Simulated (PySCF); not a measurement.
# Stretching NaF⁺

Set-up: Na def2-SVP, F def2-SVP; no relativity (PySCF 2.14). Energies in eV from Na⁺ + F in their ground configurations at the same level. All curves are PBE0. state 1: ²Π (doublet), unpaired electrons π ↑; state 2: ²Σ⁺ (doublet), unpaired electrons σ ↑, a second solution, started from another occupation.

| R (Å) | state 1 | state 2 |
| --- | --- | --- |
| 2.100 | -0.1820 | 0.0948 |
| 2.198 | -0.2426 | 0.0356 |
| 2.296 | -0.2719 | 0.0007 |
| 2.369 | -0.2810 | -0.0150 |
| 2.442 | -0.2830 | -0.0247 |
| 2.515 | -0.2801 | -0.0300 |
| 2.613 | -0.2715 | -0.0326 |
| 2.735 | -0.2562 | -0.0312 |
| 2.882 | -0.2346 | -0.0261 |
| 3.077 | -0.2039 | -0.0171 |

**Question.** Put a parabola through the three lowest points of the state 1 curve and estimate Re, k and ωe (reduced mass 10.4 u; 1 eV/Å² = 0.16022 mdyn/Å; ωe = 1302.8·√(k/μ) cm⁻¹).

**Answer.** Through R = 2.369, 2.442, 2.515 Å the second-order coefficient is 0.460 eV/Å², so Re ≈ 2.435 Å, k ≈ 0.147 mdyn/Å and ωe ≈ 155 cm⁻¹. A polynomial fit of higher order to the unrounded PBE0 energies gives Re = 2.431 Å, k = 0.151 mdyn/Å, ωe = 157 cm⁻¹; anharmonicity and rounding make the difference.

The higher-order fit for each curve: state 1: Re = 2.431 Å, ωe = 157 cm⁻¹, De = 0.283 eV; state 2: Re = 2.632 Å, ωe = 90.7 cm⁻¹, minimum 0.033 eV below the ground-state fragments.

The bond is weak. Basis-set superposition, not corrected here, can be much of De in a small basis, most of all at correlated wavefunction levels. For an ion De counts to the pair picked by the measured ionisation energies or electron affinities, which need not be the lowest pair at this level. The state was picked by a PBE0 search and need not be the measured ground state.
